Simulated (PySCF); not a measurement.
## Electric field gradients and quadrupole coupling constants

Species: C4H3FS.
Z-matrix (Å and degrees, PBE0-D3(BJ)/def2-SVP geometry), rows numbered from 1:
```
F 
C   1  1.3264
C   2  1.4211  1  122.15
C   3  1.3688  2  111.11  1  -179.92
S   4  1.7170  3  112.06  2    -0.14
C   2  1.3684  1  123.59  3  -179.91
H   3  1.0899  2  123.76  1     0.14
H   4  1.0891  3  127.88  2   179.79
H   6  1.0878  2  127.70  1     0.00
```

Field gradients from the PBE0/pcSseg-1 density (PySCF, non-relativistic), principal values in atomic units, ordered |Vxx| ≤ |Vyy| ≤ |Vzz|:

| atom | Vxx | Vyy | Vzz |
| --- | --- | --- | --- |
| S5 | -0.3723 | -1.5160 | 1.8882 |

**Question.** Find the asymmetry η = (Vxx − Vyy)/Vzz and the couplings χ = eQV/h (234.96 MHz × Q in barn × V in au), with Q(33S) = −0.0678 b.

**Answer.** 
```json
{"atom": "S5", "environment": "thiophene-type sulfur", "nucleus": "33S", "η": "0.61", "χzz (MHz)": "-30.08", "χxx (MHz)": "5.93", "χyy (MHz)": "24.15"}
```

**Question.** What is Vzz at S5 in SI units (1 au = 9.71736 × 10²¹ V/m²)?

**Answer.** 1.8882 au = 18.349 × 10²¹ V/m².

**Question.** And the gradient at the other heavy atoms, for which no coupling is worked out here?

**Answer.** 
```
atom                        environment  Vzz (au)     η
  F1                      aryl fluorine     3.007  0.10
  C2                aromatic C–F carbon    -0.371  0.99
  C3                 aromatic CH carbon     0.182  0.32
  C4  aromatic CH next to a ring sulfur    -0.241  0.18
  C6  aromatic CH next to a ring sulfur     0.175  0.94
```

Were the hydrogens deuterons (Q(2H) = 0.00286 b), χzz would run from 209 kHz (H7) to 213 kHz (H9).

Isolated species at its PBE0-D3(BJ)/def2-SVP geometry, gas phase. The small basis limits the accuracy of the gradients.
